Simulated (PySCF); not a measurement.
C4H4S, SMILES c1ccsc1.

Geometry: PBE0-D3(BJ)/def2-SVP.

Two levels are set side by side: TDA-PBE/def2-SVPD (PySCF) and TDA-ωB97X/def2-SVPD (PySCF). Vertical, same geometry. The lowest singlet is HOMO−1→LUMO 71 %, HOMO→LUMO+2 25 % with PBE and HOMO−1→LUMO 79 %, HOMO→LUMO+4 17 % with the other functional; states are paired by order. Differences are taken from unrounded values.

```
quantity                               TDA-ωB97X  TDA-PBE  TDA-PBE minus TDA-ωB97X
-------------------------------------  ---------  -------  -----------------------
lowest singlet excitation (eV)              6.17     5.77                    -0.39
lowest triplet excitation (TDA) (eV)        3.86     3.86                     0.00
first bright state (f over 0.05) (eV)       6.17     5.77                    -0.39
its oscillator strength                     0.11     0.06                    -0.05
```

Functionals without exact exchange tend to place singlet excitations lower, as here. Differences between two approximate levels are no errors against the true value.

Rough cost on one machine, each run with all the roots and properties that it gave: TDA-ωB97X against TDA-PBE about 3 times.
